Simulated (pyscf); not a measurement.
hydrogen fluoride (HF) + F–CH•–Cl -> F–CH₂–F + Cl atom (Cl•) (concerted two-bond exchange; doublet surface; F–H, C–Cl broken, C–F, C–H formed). Optimised with ωB97X-D3(BJ)/def2-SVP in PySCF. Correlated levels are frozen-core, on RHF or UHF. ΔMP2 is the change of the MP2 total energy from the triple- to the quadruple-zeta basis. Energies in eV from the separated reactants.

```
level                             barrier  reaction energy
--------------------------------  -------  ---------------
PBE/def2-TZVP                        1.54            +0.15
r²SCAN/def2-TZVP                     1.74            +0.11
PBE0-D3(BJ)/def2-TZVP                1.94            +0.04
M06-2X/def2-TZVP                     2.19            -0.11
MP2/def2-QZVPP                       2.85            +0.07
CCSD/def2-TZVPP                      2.46            -0.19
CCSD(T)/def2-TZVPP + ΔMP2(QZVPP)     2.34            -0.04
```

One saddle was located; it need not be the lowest between these sides. The CCSD(T) − MP2 part came from Ansatz, without density fitting, on the same reference. A UHF reference is spin-contaminated (<S²> up to 0.88), which harms MP2 most. Left out: the spin-orbit lowering of Cl.
